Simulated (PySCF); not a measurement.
## Dipole moment and polarisability of `F[C@H]1C=C(Cl)C1`

Compound: C4H4ClF.
Numbering: `[F:1][C@H:2]1[CH:3]=[C:4]([Cl:5])[CH2:6]1` (hydrogens: H7 on C2; H8 on C3; H9, H10 on C6)

Structure used (PBE0-D3(BJ)/def2-SVP), in Å, numbered top down from 1:
```xyz
10
C4H4ClF angstrom
F     -1.2024    0.5347    1.5681
C     -0.7773    0.4264    0.2729
C      0.5946    0.9722   -0.0279
C      1.0135   -0.2312   -0.4461
Cl     2.4515   -0.7887   -1.1737
C     -0.2500   -0.9797   -0.1255
H     -1.5815    0.8036   -0.3822
H      1.0364    1.9671    0.0190
H     -0.7540   -1.4850   -0.9643
H     -0.1812   -1.6584    0.7371
```

Level: B3LYP/def2-SVPD (PySCF), static field, nuclei fixed, core orbitals frozen in the response. The polarisability tensor in these axes (au):

```
x    69.60  -6.27 -11.09
y    -6.27  62.58   6.39
z   -11.09   6.39  52.43
```

**Question.** What are the eigenvalues, a third of the trace, and Δα (Δα² = ½Σ(αi − αj)² over the three pairs)?

**Answer.** Principal values 46.35, 58.91 and 79.36 au; mean 61.54 au = 9.12 Å³ = 10.15 × 10⁻⁴⁰ C²·m²/J; Δα = 28.86 au (47 % of the mean).

**Question.** What is the dipole moment, and where does it point?

**Answer.** (-0.40, 0.05, -1.20) D, 1.27 D in size, pointing from the negative to the positive side. Measured along this direction, the outermost atoms are F1 at the negative end and H9 at the positive end.

**Question.** Rayleigh depolarisation ratio (linearly polarised light, static tensor)?

**Answer.** ρ = 3Δα²/(45ᾱ² + 4Δα²) = 2498.9/(170405 + 3331.9) = 0.0144.

**Question.** How large is μ²/3kT at 273 K beside α?

**Answer.** In Gaussian units μ²/3kT = 14.21 Å³ against 9.12 Å³, a ratio of 1.56; the Debye molar polarisation (4π/3)N_A(α + μ²/3kT) is 58.9 cm³/mol, leaving out the vibrational part.

**Question.** What molar refraction does this α imply?

**Answer.** Lorentz–Lorenz: R = (4π/3)N_A α = 2.5225 cm³/(mol·Å³) × 9.12 Å³ = 23.0 cm³/mol, in the limit of long wavelengths.

Geometry: PBE0-D3(BJ)/def2-SVP; no solvent, vibrations or thermal averaging.
